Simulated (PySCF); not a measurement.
# H6SSi2: the cost of one run

Computed with PySCF 2.14.0, with density-fitted response routines of our own, on a single molecule in the gas phase. Atoms are numbered from 0 throughout.

## Step 1: Starting geometry

9 atoms, charge 0, multiplicity 1; geometry from: GFN2-xTB. The atoms were then displaced at random by about 0.01 Å, so the start is not that level's minimum.

Bonds of the start (Å): Si0–Si1 2.28, Si1–S2 2.15, Si0–H3 1.45, Si0–H4 1.49, Si0–H5 1.47, Si1–H6 1.46, Si1–H7 1.47, S2–H8 1.32.

## Step 2: Relaxing the molecule at PBE0-D3(BJ)/def2-SVP

What the job is given:

```
{"job": {"xc": "PBE0", "basis": "def2-SVP", "d3": "d3bj", "grid": 1, "shake": 0.01, "kind": "geom"}, "charge": 0, "multiplicity": 1}
Si    -1.279190     0.492580     0.141840
Si     0.527520    -0.866800    -0.162490
S      2.287350    -0.026990     0.743960
H     -2.418380    -0.072170    -0.545620
H     -1.087580     1.844450    -0.446570
H     -1.654970     0.713030     1.543410
H      0.492890    -2.156680     0.514060
H      0.926710    -1.101520    -1.559820
H      2.263460     1.156950     0.164740
```

Command:

```console
$ OMP_NUM_THREADS=1 python probes_run.py task.json out
```

One launch serves the whole session: the jobs run in the order shown.

Q: Estimate the wall time and peak memory of this first job on 1 thread of Arm Neoverse V1, shared host.

About 11 s, with a peak of 0.36 GiB.
